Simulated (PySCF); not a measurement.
# Do core-level shifts follow atomic charges?

Species: C5H9F.
Z-matrix (Å and degrees, PBE0-D3(BJ)/def2-SVP geometry), rows numbered from 1:
```
C 
C   1  1.4915
C   2  1.3341  1  126.92
F   3  1.3474  2  118.31  1   179.85
C   3  1.4901  2  130.19  1     0.38
C   5  1.5264  3  112.83  2   119.42
H   1  1.0991  2  112.74  3    -2.04
H   1  1.1029  2  111.10  3   118.87
H   1  1.1026  2  111.02  3  -122.76
H   2  1.0953  1  117.61  3  -179.70
H   5  1.1047  3  107.77  2  -119.69
H   5  1.0989  3  109.34  2    -4.23
H   6  1.0995  5  110.69  3    57.53
H   6  1.0999  5  110.99  3   177.53
H   6  1.1007  5  111.02  3   -62.16
```

Binding energies: delta-SCF UKS SCAN, pcX-2 on the ionised atom, pcseg-1 elsewhere, spin-free X2C in PySCF 2.14.0. Charges: PBE0/pcSseg-1 ground-state density, for the ionised atom.

| atom | environment | C 1s (eV) | Mulliken (e) | IAO (e) | Hirshfeld (e) | ESP (e) |
| --- | --- | --- | --- | --- | --- | --- |
| C2 | alkene CH carbon | 290.16 | -0.276 | -0.213 | -0.080 | -0.108 |
| C6 | methyl carbon | 290.69 | -0.293 | -0.409 | -0.116 | -0.322 |
| C1 | allylic carbon | 290.96 | -0.224 | -0.410 | -0.112 | -0.421 |
| C5 | allylic carbon | 291.05 | -0.258 | -0.272 | -0.073 | +0.294 |
| C3 | vinylic C–F carbon | 292.32 | +0.204 | +0.280 | +0.083 | -0.055 |

Q: Give the correlation coefficient and slope of binding energy on charge for each scheme.

A: Mulliken: r = 0.92, slope 3.5 eV per e; Hirshfeld: r = 0.86, slope 8.4 eV per e; IAO: r = 0.79, slope 2.2 eV per e; ESP: r = 0.19, slope 0.5 eV per e. Mulliken charges have the highest r, on only 5 points.

Q: The point-charge model writes a binding energy as kq + V + constant, with V the potential of the other atoms' charges at the site. What does it give with the Hirshfeld charges?

A: V = Σ 14.40 eV Å × q/r over all other atoms: +0.71 eV at C2, +1.38 eV at C6, +1.42 eV at C1, +0.91 eV at C5, -1.69 eV at C3. Fitting binding energy − V to q gives k = 24.1 eV per e and leaves an rms residual of 0.29 eV, against 0.37 eV for the fit on q alone. The model has no term for differences in relaxation between sites.

Geometry: PBE0-D3(BJ)/def2-SVP, one conformer, isolated molecule.
